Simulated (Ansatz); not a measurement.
```yaml
crystal:
  periodic: [false, false, false]
  atoms:
    - {symbol: N, position_ang: [0.720486, -0.006784, 0.237049]}
    - {symbol: C, position_ang: [-0.033091, -0.044788, -0.150929]}
    - {symbol: O, position_ang: [-0.035739, -0.244583, -0.940493]}
    - {symbol: C, position_ang: [-0.726137, 0.093886, 0.260166]}
    - {symbol: F, position_ang: [-0.726211, 0.365707, 1.146647]}
    - {symbol: H, position_ang: [0.691001, 0.137123, 0.928227]}
    - {symbol: H, position_ang: [1.093014, 0.445219, -0.091754]}
    - {symbol: H, position_ang: [0.439328, -0.649107, -1.014851]}
    - {symbol: H, position_ang: [-1.311897, -0.027789, -0.029927]}
basis:
  gaussian: {orbitals: def2-SVPD, nuclear_model: gaussian}
hamiltonian: {xc: {name: B97}}
```

```sh
$ ansatz run in.yaml --threads 2 --pin off --events-out ev --progress --plain --max-ram 4352MiB
```

Output, abridged:

```
Functional definition: B97
1139 factors; their error is unknown
mean field evaluation 1: about -8226.8049 eV, gradient 1.5e2 eV
mean field evaluation 2: about -8053.5596 eV, gradient 3.1e2 eV
mean field evaluation 4: about -8262.6344 eV, gradient 1.5e1 eV
mean field evaluation 8: about -8262.9870 eV, gradient 3.2e-1 eV
mean field evaluation 16: about -8263.0065 eV, gradient 1.5e-4 eV
mean field -8263.00649000 eV, -303.6598876405 hartree, gradient 3.0e-5 eV, S^2 0.000000; 0 other end points of the search recorded, 0 dependent functions left out
reference -8263.00651811 eV, -303.6598886734 hartree; 20, 20 occupied and 118, 118 virtual orbitals, 1139 factors
Total energy: -8263.00651811 eV, -303.6598886734 hartree
```

In this input the geometry is squeezed to about two thirds of its size. The calculation finished and met its thresholds. The result belongs to that input, not to the molecule as meant.
